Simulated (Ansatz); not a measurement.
# SiP₂ (triplet): from Hartree-Fock to the top rungs, def2-QZVPP

The task here is to estimate one member of a computed series from the others.

The runs use Ansatz 0.2.0, Gaussian basis; def2-QZVPP, core rule «outside noble gas», up to 15 orbitals frozen.

The runs, in order: UHF; ROHF; CCSD(T) on UHF.

2 further runs of the same task are left out: 2 set aside as unsound or not needed.

## The geometry

The geometry is a PBE0/def2-TZVP stationary point (not a proven minimum) of the parent state, kept for this charge and spin.

3 atoms, charge 0, spin multiplicity 3.

Atoms are counted from 1 here; the program's logs count them from 0.

Bond lengths: P1–Si2 2.037 Å, Si2–P3 2.037 Å. Angles: P1–Si2–P3 180.0°.

Set-up of the first run:

Input file in.yaml:

```yaml
crystal:
  periodic: [false, false, false]
  atoms:
    - {symbol: P, position_ang: [0.000000, 0.000000, 2.037300]}
    - {symbol: Si, position_ang: [0.000000, 0.000000, 0.000000]}
    - {symbol: P, position_ang: [0.000000, 0.000000, -2.037300]}
basis:
  gaussian: {orbitals: "def2-QZVPP.json"}
magnetization: {spin_polarized: true, initial_magnetization: 2}
hamiltonian: {xc: hf}
output: {orbitals: {seedname: orbitals}}
```

The run is started by

```console
ansatz run in.yaml --threads 1 --pin off --events-out ev --progress --plain --max-ram 2393MiB
```

Among the steps run: UHF; ROHF; CCSD(T) on UHF.

One table of the session follows, with a row left open; its other results are not shown here.

It belongs to the step «Misses and costs». 

| method | from UCCSD(T) (meV) |
| --- | --- |
| ROHF | +12306.7 |
| UHF | +11434.3 |
| UMP2 | ? |
| UCCSD | +839.9 |
| UCCSD(T) | 0 |

Q: Estimate the row for UMP2 from the others.

As computed: from UCCSD(T) (meV): +2202.7. In the column «from UCCSD(T) (meV)» it lies between UCCSD (+839.9) and UHF (+11434.3).

Limits of these values: The determinant is far from a pure spin state, so its energy mixes those of several spin states (harmless only where they are near-degenerate, as at dissociation).
